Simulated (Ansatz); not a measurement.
```yaml
crystal:
  periodic: [false, false, false]
  atoms:
    - {symbol: C, position_ang: [0.020384, 0.000772, -0.458483]}
    - {symbol: O, position_ang: [-0.018357, 1.061711, 0.173402]}
    - {symbol: O, position_ang: [0.003055, -1.062290, 0.170780]}
basis:
  gaussian: {orbitals: def2-TZVP}
magnetization: {spin_polarized: true, initial_magnetization: 2}
hamiltonian: {xc: pbe0}
relax: {f_tol: 0.004, max_steps: 80}
```

```sh
$ ansatz run in.yaml --threads 1 --pin off --events-out ev --progress --plain --max-ram 2176MiB
```

Steps of the relaxation (energy above the last step; positions in Å, forces in eV/Å):

```
3
step 1, 0.1 meV
C     0.020    0.001   -0.458   -0.002    0.000    0.052
O    -0.018    1.062    0.173    0.002   -0.069   -0.026
O     0.003   -1.062    0.171    0.000    0.070   -0.026
```

```
3
step 2, 0.0 meV
C     0.020    0.001   -0.458    0.000    0.000    0.007
O    -0.018    1.061    0.173    0.000   -0.019   -0.004
O     0.003   -1.062    0.171    0.000    0.019   -0.004
```

```
3
step 3, 0.0 meV
C     0.020    0.001   -0.459    0.000    0.000   -0.005
O    -0.018    1.061    0.173    0.000    0.000    0.003
O     0.003   -1.061    0.171    0.000    0.000    0.003
```

```
3
step 4, 0.0 meV
C     0.020    0.001   -0.459    0.000    0.000    0.002
O    -0.018    1.060    0.174    0.000   -0.001   -0.001
O     0.003   -1.061    0.171    0.000    0.001   -0.001
```

Close pairs at the end: C1–O2 1.235 Å, C1–O3 1.235 Å.

A stationary point of unrestricted PBE0 after 4 steps, with ⟨S²⟩ = 2.008 against 2.00 for a pure state; no frequencies were run, so it isn't proven a minimum. 10 s on 1 thread of Arm Neoverse V2, shared host.
